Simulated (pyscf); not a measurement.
HO–Ga(OH)–F + H• → •O–Ga(OH)–F + H₂ (hydrogen abstraction; doublet surface; H–O broken, H–H formed). Optimised with ωB97X-D3(BJ)/def2-SVP in PySCF. Rate constants from transition-state theory, ωB97M-D3(BJ)/def2-TZVP energies (ideal gas, 1 atm, RRHO with modes under 100 cm⁻¹ raised to 100, one conformer, R ln 2 for chiral ones without a mode under 150 cm⁻¹; no tunnelling), k in cm³ molecule⁻¹ s⁻¹.

```json
[
 {"T (K)": "298", "1000/T": "3.354", "log10 k": "-23.47"},
 {"T (K)": "600", "1000/T": "1.667", "log10 k": "-16.78"},
 {"T (K)": "900", "1000/T": "1.111", "log10 k": "?"},
 {"T (K)": "1200", "1000/T": "0.833", "log10 k": "-13.24"}
]
```

Task: Fit an Arrhenius line to the three values, give the activation energy, and predict k at 900 K.

Result: Least squares gives log10 k = -9.94 − 4.04 × 1000/T, so Ea = 4.04 × ln 10 × 1.987 = 18.5 kcal/mol, against an electronic barrier of 18.5. At 900 K the line gives -14.43; the computed value is -14.46 (ΔG‡ = 36.3 kcal/mol), close to the line. One saddle was located; it need not be the lowest between these sides. The angle at the transferred H is 154°. Elements up to Kr have no core potential and no relativistic terms here.
